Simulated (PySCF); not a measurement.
# Calculated NMR data

- spin–spin couplings from B3LYP/pcJ-1 (spin–dipole term left out of most H,H and C,H couplings)
- geometry: GFN2-xTB
- shieldings: GIAO PBE0/pcSseg-1
- run in PySCF 2.14
- a single conformation, no relativistic terms, gas phase, equivalent nuclei averaged

Chemical shifts δ = σref − σ; TMS for ¹H (σref 31.72) and ¹³C (σref 186.93), all at this level. Multiplet labels drop J under 1 Hz and among equivalent protons, and merge close values. Unscaled 3J(H,H) run several per cent high. Vicinal couplings that depend on rotamer populations or ring flexing (ring, CH–CH, X–H and H–F types) are those of the one conformer. One-bond C–F couplings are unscaled and too large by tens of Hz. Shifts are as computed. Against solution values, carbons near 30 ppm lie about +3 ppm off and those near 130 ppm about +5 ppm. Of 1211 compounds with measured shifts, 218 miss one by over three times the rms of a fit or turn the order of signals round; such compounds aren't used in these exercises.

**1.** HC≡CCF(CH3)2 (CC(C#C)(C)F, C$_{5}$H$_{7}$F). ¹H NMR (400 MHz, computed): δ 2.10 (d, J = 5.2 Hz, 1H), 1.64 (d, J = 17.9 Hz, 6H). ¹³C{¹H} NMR (computed): δ 89.4 (C, d, J = 26.5 Hz), 87.8 (C, d, J = 221.6 Hz), 81.9 (CH, d, J = 6.7 Hz), 31.7 (CH3, d, J = 25.6 Hz).

**2.** SMILES C(F)=C1CCC1, C$_{5}$H$_{7}$F. ¹H NMR (400 MHz, computed): δ 6.78 (d of quint, J = 88.7, 3.5 Hz, 1H), 2.95 (m, 2H), 2.81 (m, 2H), 2.04 (m, 2H). ¹³C{¹H} NMR (computed): δ 153.2 (CH, d, J = 318.7 Hz), 125.8 (C, d, J = 9.3 Hz), 26.2 (CH2, d, J = 6.1 Hz), 25.3 (CH2, d, J = 7.2 Hz), 16.7 (CH2).
